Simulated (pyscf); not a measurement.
`[CH3][In]([CH3])[CH3]` + `[CH3]` [doublet] → `[CH3][CH3]` + `[CH3][In][CH3]` [doublet], a substitution at C (doublet surface; C–In broken, C–C formed). Structures and frequencies: ωB97X-D3(BJ)/def2-SVP in PySCF. Energies in eV from the separated reactants.

AM1 to PM7: differences of heats of formation from MOPAC, which are fitted to 298 K values and so differ in kind from electronic energies by zero-point and thermal terms. Open shells are spin-unrestricted. 

Problem. In single points PM6 puts the saddle at 0.84 eV and the reaction energy at -1.86 eV. Should these be trusted to within a few kcal/mol? Compare with ωB97M-D3(BJ)/def2-TZVP.

Solution. ωB97M-D3(BJ)/def2-TZVP gives ΔE‡ = 1.06 eV and ΔE = -1.38 eV. PM6 lies 0.22 eV under it in the barrier and 0.48 eV under it in the reaction energy, so on this step it does not hold to within 0.13 eV. ωB97M-D3(BJ)/def2-TZVP has limits of its own. This is the saddle that the search found; another between the same sides may lie lower. The angle at the attacked C is 175°. In the def2 sets elements past Kr carry core potentials, without spin-orbit coupling.
